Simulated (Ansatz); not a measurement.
Job for Ansatz (a first-principles code): R-wB97M-V/def2-TZVPPD on C3H10 (a complex). Files ending in .json are basis or fitting sets from the Basis Set Exchange.

Ansatz 0.2 input:
```yaml
crystal:
  periodic: [false, false, false]
  atoms:
    - {symbol: C, position_ang: [-0.00000000, 0.00000000, -2.85810471]}
    - {symbol: H, position_ang: [0.39304720, -0.94712229, -2.49369739]}
    - {symbol: H, position_ang: [0.62370837, 0.81395000, -2.49369739]}
    - {symbol: H, position_ang: [-1.01675556, 0.13317229, -2.49369739]}
    - {symbol: H, position_ang: [0.00000000, -0.00000000, -3.94634214]}
    - {symbol: C, position_ang: [0.00000000, -0.00000000, 0.76143405]}
    - {symbol: C, position_ang: [-0.00000000, -0.00000000, 2.28821715]}
    - {symbol: H, position_ang: [-0.61711193, -0.80824397, 0.36571527]}
    - {symbol: H, position_ang: [-0.39140385, 0.93855659, 0.36571527]}
    - {symbol: H, position_ang: [1.00851577, -0.13031262, 0.36571527]}
    - {symbol: H, position_ang: [-1.00891703, 0.13031295, 2.68258296]}
    - {symbol: H, position_ang: [0.39160418, -0.93890425, 2.68258296]}
    - {symbol: H, position_ang: [0.61731284, 0.80859130, 2.68258296]}
basis:
  gaussian:
    orbitals: def2-TZVPPD.json
hamiltonian:
  xc: {name: wB97M-V}
scf: {lower_state_search: off}
```

The head of its log:

```
WARN ansatz: RAYON_NUM_THREADS=2 ignored (pool sized by the plan → 2); use --threads N
Functional definition: wB97M-V
these checks for a lower state are left out or cut short: stability, starts, cluster_reference, orbital_swaps, neighbouring_geometries, increment
integrals: 0.19 GiB planned
1112 factors; their error is unknown
integrals: 0.23 GiB planned
401 factors; integrals over basis functions are off by at most 1.6e-5 eV
mean field: 1.99 GiB planned
mean field evaluation 1: about -3267.3667 eV, gradient 5.2e1 eV
mean field evaluation 2: about -3270.0868 eV, gradient 3.7e1 eV
```

Q: Give the final energy of this run.

A: -120.2885 hartree.
